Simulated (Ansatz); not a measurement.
Born–Oppenheimer molecular dynamics of CH6MgO (9 atoms, charge 0, multiplicity 1). It starts from a rough guess of a transition structure, not a stationary point.

Computed with UKS PBE0-D4/6-31G* (Ansatz 0.2.0).

```
ensemble                      : NVE (velocity Verlet)
time step                     : 0.5 fs
steps asked                   : 150
starting velocities drawn for : 300 K
seed                          : 479898
```

First frame:

```xyz
9
Properties=species:S:1:pos:R:3
Mg 0.076 -0.007 -0.141
H 1.268 1.890 -0.491
C -1.595 -1.150 -0.673
H 1.647 1.536 0.347
O 1.825 0.754 1.342
H -2.490 -0.559 -0.490
H -1.683 -2.079 -0.117
H -1.561 -1.388 -1.733
H 2.512 1.004 1.957
```

Problem. How far do the bonds stretch over the last three quarters of this one trajectory? (Pairs bonded in most of those frames.)

Solution. 
| bond | mean (Å) | spread (Å) | shortest | longest |
| --- | --- | --- | --- | --- |
| Mg1–H2 | 1.863 | 0.200 | 1.52 | 2.10 |
| Mg1–C3 | 2.115 | 0.038 | 2.05 | 2.17 |
| Mg1–O5 | 2.183 | 0.103 | 2.04 | 2.34 |
| C3–H6 | 1.101 | 0.013 | 1.08 | 1.12 |
| C3–H7 | 1.100 | 0.011 | 1.08 | 1.12 |
| C3–H8 | 1.106 | 0.022 | 1.07 | 1.14 |
| H4–O5 | 0.989 | 0.070 | 0.88 | 1.10 |
| O5–H9 | 0.974 | 0.041 | 0.90 | 1.04 |

Mean temperature of the second half: 1098 K. The conserved energy stayed within 0.83 meV per atom of its start (net change -0.36 meV per atom), so the integration is sound. The system heated up, since it started high on the potential surface and ran downhill. A run of 0.075 ps of so small a system gives no equilibrium averages. The orbitals stay closed-shell, which can raise the energy where a bond breaks towards radicals; this wasn't checked here.

Run time: 7.5 min on 1 thread of Arm Neoverse V2, with other jobs on the host, peak memory 0.15 GiB.
